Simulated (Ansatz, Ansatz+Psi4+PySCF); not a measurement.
```xyz
3

C     0.0013    0.0215   -0.6362
F     0.0176    0.9786    0.1847
F     0.0028   -1.0591    0.1617
```

Basis set: cc-pVTZ (spherical functions). Left uncorrelated: 3 orbitals. Charge 0, multiplicity 1.

Computed with Ansatz (development build ahead of 0.2.0); each method stands on the lowest determinant of its kind that the runs found. Restricted open shells among the atoms or ions are ROHF, correlated in semicanonical orbitals with singles.

Task: Give the atomization energy at this shape (free ground-state atoms in the same class of orbitals less the molecule, no zero-point energy) of singlet CF₂ by RHF-MP2, RHF.

Result:

```json
{"method": "RHF-MP2", "atomization energy": "1094.3 kJ/mol"}
{"method": "RHF", "atomization energy": "692.8 kJ/mol"}
```
